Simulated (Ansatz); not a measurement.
## C2H2S (ethenethione): a line through the functionals

The species is C2H2S (5 atoms), meant as a singlet with charge 0. As SMILES, `C=C=S`. The shape is that of a PBE0-D4/def2-TZVP optimisation.

The HOMO–LUMO gap y, in eV, basis def2-TZVP; a is the functional's share of exact exchange. Programs: Ansatz 0.2.0.

| functional | program | a | y (eV) |
| --- | --- | --- | --- |
| BLYP | Ansatz | 0 | 2.44 |
| revPBE | Ansatz | 0 | 2.47 |
| B3LYP | Ansatz | 0.2 | ? |
| PBE0 | Ansatz | 0.25 | 4.46 |
| r2SCAN0 | Ansatz | 0.25 | 4.68 |
| BHLYP | Ansatz | 0.5 | 6.47 |

**Question.** Fit y = c + s·a to the known rows and predict B3LYP.

**Answer.** 
1. Means of the 5 rows: a = 0.2000, y = 4.104.
2. Σ(Δa)² = 0.175, Σ(Δa·Δy) = 1.416, so the slope is 1.416/0.175 = 8.0914.
3. Intercept: 4.104 − (8.0914) × 0.2000 = 2.486. The largest residual of the fit is 0.17.
4. B3LYP: 2.486 + (8.0914) × 0.2 = 4.10 eV.

The run gave 4.04 eV, so the prediction is off by +0.06 eV, within the largest residual. Exact exchange lowers occupied levels and raises empty ones. The rows mix families of semi-local functionals, which the line can't see.
